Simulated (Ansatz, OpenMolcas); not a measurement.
## The same job for OpenMolcas

Ansatz 0.2.0 runs this on quartet BH2O:

molecule.yaml:
```yaml
crystal:
  periodic: [false, false, false]
  atoms:
    - {symbol: B, position_ang: [-0.006100, -0.485500, 0.388300]}
    - {symbol: O, position_ang: [0.119700, 0.544500, -0.448600]}
    - {symbol: H, position_ang: [-1.064200, -1.032400, 0.540300]}
    - {symbol: H, position_ang: [1.006100, 0.913200, -0.500300]}
basis:
  gaussian:
    orbitals: STO-3G
accuracy: high
magnetization:
  spin_polarized: true
  initial_magnetization: 3
hamiltonian:
  xc: hf
```

```bash
$ ansatz run molecule.yaml --threads 1 --pin off --max-ram 2610MiB --events-out events.jsonl --progress --plain --runs-dir runs
```

The shape is that of a PBE0-D4/def2-TZVP optimisation. That shape belongs to the parent species and isn't relaxed for this state.

Without diffuse functions such a state is poorly described.

It gives a total energy of -99.076982 Eh.

Problem. How is this level of theory, on these atoms, set up in OpenMolcas 26.06 as an input file of the program's own?

Solution. This input was run:

input.xyz:
```
4

B     -0.006100    -0.485500     0.388300
O      0.119700     0.544500    -0.448600
H     -1.064200    -1.032400     0.540300
H      1.006100     0.913200    -0.500300
```

job.input:
```
&GATEWAY
BasLib = $CurrDir
Coord = input.xyz
Basis = STO-3G
Group = NoSym
&SEWARD
&SCF
UHF
Spin = 4
Thresholds = 1e-10 1e-07 1e-07 1e-05
PrOrbitals = 0
```

```bash
$ export MOLCAS_MEM=1860
$ pymolcas job.input > job.log
```

(Basis files named in the input come from the Basis Set Exchange and aren't shown.)

Its energy is -99.076982 Eh, the same as the first but for the last digit, at most.
